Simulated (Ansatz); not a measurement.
Basis-set extrapolation for C$_{6}$H$_{12}$ (`C=CC(C)CC`) (PBE0-D4/def2-TZVP geometry, frozen core, the Gaussian-basis code of Ansatz). Multiplicity 1, RHF reference.

|  | def2-TZVPP | def2-QZVPP |
| --- | --- | --- |
| HF | -234.264555 | -234.275503 |
| MP2 correlation | -1.034298 | -1.098364 |
| CCSD(T) correlation | -1.142664 | not run |

Energies in hartree. Use E(X) = E(∞) + A·exp(−7.88·√X) for Hartree–Fock and E(X) = E(∞) + B·X^(−2.97) for correlation, with X = 3 and 4, and add CCSD(T) minus MP2 of the smaller set to the MP2 limit.

Problem. What is the CCSD(T) energy at the basis-set limit?

Solution. HF limit: -234.275503 + (-0.010948) × 0.13774 = -234.27701. MP2 limit: -1.098364 + (-0.064066) × 0.74074 = -1.14582. Higher-order term: -1.142664 − (-1.034298) = -0.10837. Total: -235.53120 hartree, 3.37 eV below CCSD(T)/def2-TZVPP.
